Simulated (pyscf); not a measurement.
H₂N–B(Cl)–Cl + HF → H₂N–B(F)–Cl + HCl (four-centre exchange; singlet surface; B–Cl, F–H broken, B–F, Cl–H formed). PySCF, gas phase, ωB97X-D3(BJ)/def2-SVP geometries. Correlated levels are frozen-core, on RHF or UHF. ΔMP2 is the change of the MP2 total energy from the triple- to the quadruple-zeta basis. Rate constants from transition-state theory, CCSD(T)/def2-TZVPP + ΔMP2(QZVPP) energies (ideal gas, 1 atm, RRHO with modes under 100 cm⁻¹ raised to 100, one conformer, R ln 2 for rigid chiral ones; no tunnelling), k in cm³ molecule⁻¹ s⁻¹.

```tsv
T (K)	1000/T	log10 k
298	3.354	-31.37
600	1.667	?
900	1.111	-18.46
1200	0.833	-16.70
```

Q: Fit an Arrhenius line to the three values, give the activation energy, and predict k at 600 K.

A: Least squares gives log10 k = -11.94 − 5.80 × 1000/T, so Ea = 5.80 × ln 10 × 1.987 = 26.5 kcal/mol, against an electronic barrier of 26.5. At 600 K the line gives -21.61; the computed value is -21.80 (ΔG‡ = 43.4 kcal/mol), a factor 1.6 under the line, since the plot is curved. This is the saddle that the search found; another between the same sides may lie lower. The CCSD(T) − MP2 part came from Ansatz, without density fitting, on the same reference.
